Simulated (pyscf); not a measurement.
PySCF, gas phase, ωB97X-D3(BJ)/def2-SVP geometries.

**Question.** HO–SiH•–SiH₃ (SMILES O[SiH][SiH3]) + H₂ (SMILES [H][H]) → •H₂Si–SiH₃ (SMILES [SiH2][SiH3]) + H₂O (SMILES O)
Surface: doublet. Broken: O–Si, H–H. Formed: H–Si, H–O. Give ΔE‡ and ΔE from r²SCAN/def2-TZVP, relative to the separated reactants.

**Answer.** ΔE‡ = 43.4 kcal/mol, ΔE = +14.7 kcal/mol. ωB97M-D3(BJ)/def2-TZVP gives 46.3 kcal/mol and +13.6 kcal/mol. Zero-point energy shifts the barrier by +1.5 kcal/mol. It is a four-centre exchange, with an imaginary mode of 1570i cm⁻¹. At the saddle there is also a short H–Si contact that neither side keeps. HO–SiH•–SiH₃ lies 22.9 kcal/mol over its isomer •H₂Si–O–SiH₃ (electronic energy, ωB97M-D3(BJ)/def2-TZVP). One saddle was located; it need not be the lowest between these sides.
